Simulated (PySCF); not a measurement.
## Ionisation of acetonitrile

Parent: acetonitrile, `CC#N` (C2H3N). Coordinates in Å; atoms count from 1 in this order:
```
C    -0.4861    0.0048   -0.0160
C     0.9664   -0.0093    0.0100
N     2.1229   -0.0204    0.0308
H    -0.8616   -0.7592   -0.7117
H    -0.8866   -0.2043    0.9862
H    -0.8513    0.9888   -0.3431
```

These are calculated values, ωB97X-D3(BJ)/ma-def2-TZVP in PySCF (grid level 2) at geometries from PBE0-D3(BJ)/def2-SVP. ωB97X-D3(BJ) is ωB97X-V with D3(BJ) in place of VV10. Thermal corrections: PBE0-D3(BJ)/def2-SVP frequencies, unscaled, ideal gas at 298.15 K and 1 bar, quasi-RRHO entropy.

Frontier levels of the parent: HOMO -11.99 eV, LUMO 0.80 eV.

Oxidation to the radical cation:
```
Vertical ionisation energy (electronic)              : 12.31 eV
Adiabatic ionisation energy (with zero-point energy) : 11.97 eV
Adiabatic, electronic part                           : 12.12 eV
Vertical gap at the product's structure              : 11.75 eV
Inner reorganisation energy (four-point)             : 560 meV
Relaxation of product / of parent                    : 193 / 367 meV
⟨S²⟩ of the product                                  : 0.755
Largest spin populations                             : N3 0.65, C2 0.19
Largest changes of atomic charge                     : N3 0.36, C2 0.33, H (on C1) 0.11, H (on C1) 0.11
Distances that move most (Å)                         : C1–C2 1.453 → 1.396; C2–N3 1.157 → 1.208; C1–H 1.099 → 1.128; C1–H 1.099 → 1.122
Potential in acetonitrile                            : 9.21 V absolute, 4.66 V against Fc+/Fc computed at 4.54 V (solvation -29 → -289 kJ/mol)
```

Solvents are IEF-PCM continua (electrostatics only, gas-phase structures); absolute potentials refer to an electron at rest in vacuum. Fc+/Fc in acetonitrile, 4.54 V, is ωB97X-D3(BJ)/ma-def2-TZVP on PBE0-D3(BJ)/def2-SVP structures with GFN2-xTB thermal terms. Benchmark calculations put it near 5.0 V in acetonitrile and DMSO, so it is about 0.5 V low, and the value against it can read up to that much too high.

Measured values (NIST Chemistry WebBook, evaluated or the median of agreeing entries): vertical ionisation energy 12.33 eV (computed 12.31, difference -0.02); adiabatic ionisation energy 12.20 eV (computed 11.97, difference -0.23).

Differences come from unrounded values, so a last digit can differ from that of the printed terms.
